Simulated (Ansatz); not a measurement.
## [NH$_{2}$···H···N], quartet: the ladder up to UCCSDT(Q)

Geometry: a point of a hydrogen-transfer path between rigid fragments, not a stationary point.

```xyz
5

N    -1.0773   -0.0184   -0.0286
H    -1.3746    0.9495   -0.0286
H    -1.3746   -0.4207    0.8517
H     0.0617   -0.0184   -0.0286
N     1.2707   -0.0184   -0.0286
```

Basis cc-pVDZ; Ansatz 0.2.0. Correlated methods freeze the noble-gas cores, which leaves 13 electrons in 41 orbitals. R marks a restricted (for open shells ROHF) determinant, U an unrestricted one. Active spaces: pair = (5e, 5o) about the gap; valence = (13e, 11o) chosen from the atoms' valence shells.

Full CI isn't at hand for all of this; UCCSDT(Q) serves as the reference, and is uncertain by about the last step of the cluster series. The frozen core follows each run's orbitals, which can shift R against U totals by a few meV.

For open shells CISD is restricted-active-space CI with the open shells as a complete middle space.

The UHF ⟨S²⟩ is 3.779, the T1 diagnostic (RCCSD) is 0.0305 and the largest doubles amplitude (RCCSD) is 0.031. The T1 diagnostic (UCCSD) is 0.0156.

```
   level  E − E(RHF) (eV)
     UHF          -0.2915
    RMP2          -7.7400
    UMP2          -7.7403
   RCCSD          -8.6273
   UCCSD          -8.6356
RCCSD(T)          -8.8133
UCCSD(T)          -8.8147
```

Q: Estimate how far UCCSDT(Q) in cc-pVDZ lies from RCCSD(T). The table doesn't fix it; the size of (T) and the diagnostics are the guide.

A: UCCSDT(Q) in cc-pVDZ lies 1.30 mEh below RCCSD(T), which is 19 % of the (T) step (-6.83 mEh). T1 is raised, but (T) still catches most of what CCSD lacks.

The other levels:

```
                 level  E − E(UCCSDT(Q)) (mEh)  share of correlation (%)  wall time
                  CISD                   30.97                     90.47      8.5 s
               BCCD(T)                    1.30                     99.60      1.5 s
                RCCSDT                    0.63                     99.81          –
                UCCSDT                    0.55                     99.83          –
             RCCSDT(Q)                    0.08                     99.98       38 s
   CASSCF (pair space)                  299.96                      7.75          –
   NEVPT2 (pair space)                   40.03                     87.69     0.49 s
   MRCISD (pair space)                   27.17                     91.65          –
 MRCISD+Q (pair space)                    3.40                     98.95        1 s
CASSCF (valence space)                  238.26                     26.73          –
NEVPT2 (valence space)                   44.75                     86.24      6.5 s
```

The correlation energy at UCCSDT(Q), counted from RHF, is -8.849 eV. That run took 32 s on 1 thread of Arm Neoverse V2, shared host.

Times hold each run's SCF and search for its determinant on a shared host, so for small cases they say little of a method's own cost; they ran on 1 thread of Arm Neoverse V2.

Natural occupations of CASSCF (valence space) about the gap: 1.977 1.973 1.004 1.001 1.000 0.029 0.023 0.022; effectively unpaired electrons, Σ n²(2−n)², 3.01.
